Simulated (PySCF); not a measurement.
A series of derivatives of propene

Parent skeleton `[CH2:1]=[CH:2][CH3:3]`; one hydrogen on atom 1 is replaced by X. Hydrogens on one atom are averaged.

[PySCF 2.14.0 with density-fitted response routines: GFN2-xTB geometry; GIAO PBE0/pcSseg-1 shieldings; fast rotation and ring inversion assumed for equivalent nuclei; one conformer; no solvent; non-relativistic Hamiltonian]

References, each an isolated molecule treated in the same way: ¹³C (σ = 186.93 ppm) and ¹H (σ = 31.72 ppm) vs TMS.

Parent (X = H): C1 121.7, C2 142.9, C3 23.7, H(C1) 5.32, H(C2) 6.16, H(C3) 1.87 ppm. Effects are Δδ = δ(X) − δ(H), positive for deshielding.

Task: Give Δδ (ppm) for X = CH2OCH3, CF3, CN.

Result: 
| X | SMILES | C1 | C2 | C3 | H(C1) | H(C2) | H(C3) |
| --- | --- | --- | --- | --- | --- | --- | --- |
| CH2OCH3 | C/C=C/COC | +11.5 | -11.0 | -1.7 | +0.30 | -0.01 | -0.02 |
| CF3 | C/C=C\C(F)(F)F | +7.3 | +7.4 | -4.4 | +0.59 | +0.30 | +0.27 |
| CN | C/C=C/C#N | -14.4 | +18.6 | -0.1 | +0.12 | +0.81 | +0.22 |

Task: Which position responds most, and to which substituents?

Result: C2: from -11.0 ppm with CH2OCH3 to +18.6 ppm with CN.
